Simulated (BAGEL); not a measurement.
**CH5BS+ (SMILES B[S+]C): UHF/aug-cc-pVDZ (density fitting with qzvpp-jkfit)**

Aim: the vertical electron affinity of CH5BS+ at UHF/aug-cc-pVDZ (density fitting with qzvpp-jkfit), from 2 runs. 

The results are computed with BAGEL 1.2.2.

5 further runs of the same task are left out: 3 that didn't finish, 2 set aside as unsound or not needed.

**1. The molecule**

The species is CH5BS+ (8 atoms), meant as a doublet with charge +1. SMILES: `B[S+]C`. The coordinates come from a GFN2-xTB relaxation.

Bond lengths: B1–S2 1.781 Å, S2–C3 1.799 Å, B1–H4 1.168 Å, B1–H5 1.166 Å, C3–H6 1.088 Å, C3–H7 1.088 Å, C3–H8 1.092 Å. Angles: B1–S2–C3 104.9°, S2–B1–H4 118.7°, S2–B1–H5 121.0°, S2–C3–H6 111.1°, S2–C3–H7 107.9°, S2–C3–H8 109.7°, H4–B1–H5 120.3°, H6–C3–H7 111.4°, H6–C3–H8 108.4°, H7–C3–H8 108.5°.

**2. A single-point energy at UHF/aug-cc-pVDZ (density fitting with qzvpp-jkfit)**

Contents of hf.json:

```json
{ "bagel": [

{
  "title": "molecule",
  "basis": "aug-cc-pvdz.json",
  "df_basis": "qzvpp-jkfit",
  "angstrom": true,
  "geometry": [
    { "atom": "B", "xyz": [   -0.979500,    0.821120,   -0.940280 ] },
    { "atom": "S", "xyz": [    0.467310,   -0.214660,   -1.008690 ] },
    { "atom": "C", "xyz": [    0.801370,   -0.657040,    0.702660 ] },
    { "atom": "H", "xyz": [   -1.825100,    0.655130,   -1.728490 ] },
    { "atom": "H", "xyz": [   -1.063330,    1.684820,   -0.160770 ] },
    { "atom": "H", "xyz": [    0.687880,    0.204010,    1.358430 ] },
    { "atom": "H", "xyz": [    1.809980,   -1.063270,    0.751650 ] },
    { "atom": "H", "xyz": [    0.101390,   -1.430120,    1.025490 ] }
  ]
},
{
  "title": "uhf",
  "charge": 1,
  "nopen": 1
},
{
  "title": "print",
  "file": "orbitals.molden",
  "orbitals": true
}

]}
```

The basis set aug-cc-pVDZ is read from a file made from the Basis Set Exchange's data (not shown).

The run is started by

```sh
$ BAGEL_NUM_THREADS=1 BAGEL hf.json > hf.out
```

The program printed:

```text
* using 1 threads per process

  ===============================================================
  ===============================================================

  *** Geometry ***

  { "atom" : "B", "xyz" : [     -1.850987,      1.551692,     -1.776872 ] },
  { "atom" : "S", "xyz" : [      0.883088,     -0.405649,     -1.906148 ] },
  { "atom" : "C", "xyz" : [      1.514370,     -1.241626,      1.327835 ] },
  { "atom" : "H", "xyz" : [     -3.448939,      1.238016,     -3.266373 ] },
  { "atom" : "H", "xyz" : [     -2.009402,      3.183848,     -0.303811 ] },
  { "atom" : "H", "xyz" : [      1.299905,      0.385523,      2.567061 ] },
  { "atom" : "H", "xyz" : [      3.420366,     -2.009289,      1.420413 ] },
  { "atom" : "H", "xyz" : [      0.191599,     -2.702535,      1.937895 ] },

  Number of auxiliary basis functions:      368

  Since a DF basis is specified, we compute 2- and 3-index integrals:
    o Being stored without compression. Storage requirement is 0.041 GB

  Number of basis functions:      118
  Number of electrons      :       32

    * METHOD: MOLECULE                             0.14

  *** Open-shell HF ***

  === Nuclear Repulsion ===
    94.3873949232

      * DIIS with orbital gradients will be used.

  === UHF iteration (aug-cc-pvdz.json) ===
      0       -462.52737251          0.02547723           0.08
      1       -462.66228993          0.01131107           0.08
      2       -462.68453015          0.00463879           0.08
      3       -462.68959802          0.00158989           0.07
      4       -462.69129358          0.00053276           0.08
      5       -462.69152869          0.00023352           0.09
      6       -462.69161412          0.00009195           0.09
      7       -462.69163452          0.00006854           0.09
      8       -462.69165312          0.00003903           0.13
      9       -462.69165845          0.00001864           0.10
     10       -462.69165938          0.00000965           0.10
     11       -462.69165975          0.00000543           0.10
     12       -462.69165990          0.00000257           0.10
     13       -462.69165993          0.00000097           0.10
     14       -462.69165994          0.00000047           0.10
     15       -462.69165994          0.00000034           0.10
     16       -462.69165994          0.00000025           0.10
     17       -462.69165994          0.00000017           0.10
     18       -462.69165994          0.00000011           0.11
     19       -462.69165994          0.00000008           0.10
     20       -462.69165994          0.00000004           0.10
     21       -462.69165994          0.00000002           0.10
     22       -462.69165994          0.00000001           0.09
     23       -462.69165994          0.00000001           0.09
    * SCF iteration converged.

    * S^2 (UHF) is 0.7645

    * Permanent dipole moment:
           (    0.129357,     0.003055,    -0.337036) a.u.

    * METHOD: UHF                                  2.36

    * METHOD: PRINT                                0.02

  ===============================================================
```

Run time: 3 s. Hardware: 1 thread of Intel Xeon 6975P-C (Granite Rapids), shared host; peak memory 0.12 GiB.

**3. Singlet neutral CH5BS at the same level**

Contents of hf.json:

```json
{ "bagel" : [

{
  "title" : "molecule",
  "basis" : "aug-cc-pvdz.json",
  "df_basis" : "qzvpp-jkfit",
  "angstrom" : true,
  "geometry" : [
    { "atom" : "B", "xyz" : [      -0.979500,       0.821120,      -0.940280 ] },
    { "atom" : "S", "xyz" : [       0.467310,      -0.214660,      -1.008690 ] },
    { "atom" : "C", "xyz" : [       0.801370,      -0.657040,       0.702660 ] },
    { "atom" : "H", "xyz" : [      -1.825100,       0.655130,      -1.728490 ] },
    { "atom" : "H", "xyz" : [      -1.063330,       1.684820,      -0.160770 ] },
    { "atom" : "H", "xyz" : [       0.687880,       0.204010,       1.358430 ] },
    { "atom" : "H", "xyz" : [       1.809980,      -1.063270,       0.751650 ] },
    { "atom" : "H", "xyz" : [       0.101390,      -1.430120,       1.025490 ] }
  ]
},

{ "title" : "hf" },

{ "title" : "print", "file" : "orbitals.molden", "orbitals" : true }

]}
```

The basis set aug-cc-pVDZ is read from a file made from the Basis Set Exchange's data (not shown).

The run is started by

```sh
$ BAGEL_NUM_THREADS=1 BAGEL hf.json > hf.out
```

The program printed:

```text
* using 1 threads per process

  ===============================================================
  ===============================================================

  *** Geometry ***

  { "atom" : "B", "xyz" : [     -1.850987,      1.551692,     -1.776872 ] },
  { "atom" : "S", "xyz" : [      0.883088,     -0.405649,     -1.906148 ] },
  { "atom" : "C", "xyz" : [      1.514370,     -1.241626,      1.327835 ] },
  { "atom" : "H", "xyz" : [     -3.448939,      1.238016,     -3.266373 ] },
  { "atom" : "H", "xyz" : [     -2.009402,      3.183848,     -0.303811 ] },
  { "atom" : "H", "xyz" : [      1.299905,      0.385523,      2.567061 ] },
  { "atom" : "H", "xyz" : [      3.420366,     -2.009289,      1.420413 ] },
  { "atom" : "H", "xyz" : [      0.191599,     -2.702535,      1.937895 ] },

  Number of auxiliary basis functions:      368

  Since a DF basis is specified, we compute 2- and 3-index integrals:
    o Being stored without compression. Storage requirement is 0.041 GB

  Number of basis functions:      118
  Number of electrons      :       32

    * METHOD: MOLECULE                             0.13

  *** RHF ***

  === Nuclear Repulsion ===
    94.3873949232

      * DIIS with orbital gradients will be used.

  === RHF iteration (aug-cc-pvdz.json) ===
      0       -462.81444412          0.01561733           0.05
      1       -462.97157971          0.00716342           0.04
      2       -462.99511831          0.00138306           0.05
      3       -462.99666711          0.00036979           0.04
      4       -462.99678544          0.00013380           0.04
      5       -462.99680654          0.00005367           0.05
      6       -462.99681161          0.00002122           0.05
      7       -462.99681244          0.00000648           0.05
      8       -462.99681251          0.00000197           0.05
      9       -462.99681252          0.00000062           0.05
     10       -462.99681252          0.00000024           0.05
     11       -462.99681252          0.00000008           0.05
     12       -462.99681252          0.00000004           0.05
     13       -462.99681252          0.00000001           0.08
     14       -462.99681252          0.00000001           0.06
    * SCF iteration converged.

    * Permanent dipole moment:
           (    0.011415,     0.057599,    -0.657711) a.u.

    * METHOD: HF                                   0.90

    * METHOD: PRINT                                0.02

  ===============================================================
```

Wall time 1.4 s (1 thread of Intel Xeon 6975P-C (Granite Rapids), shared host); peak memory 0.12 GiB.

**4. What came out**

Level: UHF/aug-cc-pVDZ (density fitting with qzvpp-jkfit).

| quantity | value |
| --- | --- |
| doublet CH5BS+: total energy | -462.69166 Eh |
| doublet CH5BS+: ⟨S²⟩ | 0.764 |
| singlet neutral CH5BS: total energy | -462.99681 Eh |
| singlet neutral CH5BS: dipole moment | 1.68 D |
| singlet neutral CH5BS: HOMO energy | -9.69 eV |
| singlet neutral CH5BS: LUMO energy | 0.89 eV |
| singlet neutral CH5BS: HOMO–LUMO gap | 10.57 eV |
| vertical electron affinity (to the singlet neutral) | 8.304 eV |

What this shows: At fixed nuclei the extra electron is bound by 8.30 eV (801 kJ/mol).
